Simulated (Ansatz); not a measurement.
# H$_{2}$O⁺, doublet in cc-pVDZ: errors against full CI

Geometry: a point of a stretch scan, not a stationary point.

```xyz
3

O     0.0000   -0.0582   -0.0091
H     0.0000    0.4043   -0.6668
H     0.0000    0.5192    0.8120
```

Basis cc-pVDZ; Ansatz 0.2.0. Only valence electrons are correlated (noble-gas cores frozen), which leaves 7 electrons in 23 orbitals. Prefix R: restricted or restricted open-shell reference; prefix U: unrestricted. Active spaces: pair = (3e, 3o) about the gap; valence = (7e, 6o) chosen from the atoms' valence shells.

Full CI is exact within this basis and frozen core; it isn't the basis-set limit. The frozen core follows each run's orbitals, which can shift R against U totals by a few meV.

For open shells CISD is restricted-active-space CI with the open shells as a complete middle space.

```
UHF ⟨S²⟩                          : 0.756
T1 diagnostic (RCCSD)             : 0.0119
largest doubles amplitude (RCCSD) : 0.032
T1 diagnostic (UCCSD)             : 0.0061
```

| level | E − E(RHF) (eV) |
| --- | --- |
| UHF | -0.1200 |
| RMP2 | -4.1237 |
| UMP2 | -4.1230 |
| RCCSD | -4.5654 |
| UCCSD | -4.5670 |
| RCCSD(T) | -4.6190 |
| UCCSD(T) | -4.6198 |

Question: Estimate how far full CI in cc-pVDZ lies from RCCSD(T). The table doesn't fix it; the size of (T) and the diagnostics are the guide.

Answer: Full CI in cc-pVDZ lies 0.24 kcal/mol below RCCSD(T), which is 19 % of the (T) step (-1.24 kcal/mol). The diagnostics are small and one determinant leads, so the series closes fast and only a small part of (T) is left.

The other levels:

| level | E − E(full CI) (kcal/mol) | share of correlation (%) | wall time |
| --- | --- | --- | --- |
| CISD | 4.10 | 96.16 | 0.15 s |
| BCCD(T) | 0.24 | 99.77 | 0.27 s |
| RCCSDT | 0.11 | 99.90 | – |
| UCCSDT | 0.09 | 99.92 | – |
| RCCSDT(Q) | 0.00 | 100.00 | 1.6 s |
| UCCSDT(Q) | -0.02 | 100.02 | 1.4 s |
| CASSCF (pair space) | 93.10 | 12.80 | – |
| NEVPT2 (pair space) | 9.91 | 90.72 | 0.09 s |
| MRCISD (pair space) | 3.14 | 97.06 | – |
| MRCISD+Q (pair space) | 0.06 | 99.95 | 0.18 s |
| CASSCF (valence space) | 76.88 | 27.99 | – |
| NEVPT2 (valence space) | 12.46 | 88.33 | 0.12 s |
| MRCISD (valence space) | 2.06 | 98.07 | – |
| MRCISD+Q (valence space) | -0.03 | 100.03 | 0.3 s |

The correlation energy at full CI, counted from RHF, is -4.629 eV. That run took 31 s on 1 thread of AMD EPYC 9B45, shared host over 7,840,360 determinants.

Times hold each run's SCF and search for its determinant on a shared host, so for small cases they say little of a method's own cost; they ran on 1 thread of AMD EPYC 9B45.

The full-CI state has the irrep A'' of Cs, in the program's axes.

Natural occupations of full CI about the gap: 1.982 1.974 1.966 0.994 0.025 0.016 0.010 0.006 0.005 0.005; effectively unpaired electrons, Σ n²(2−n)², 1.01.
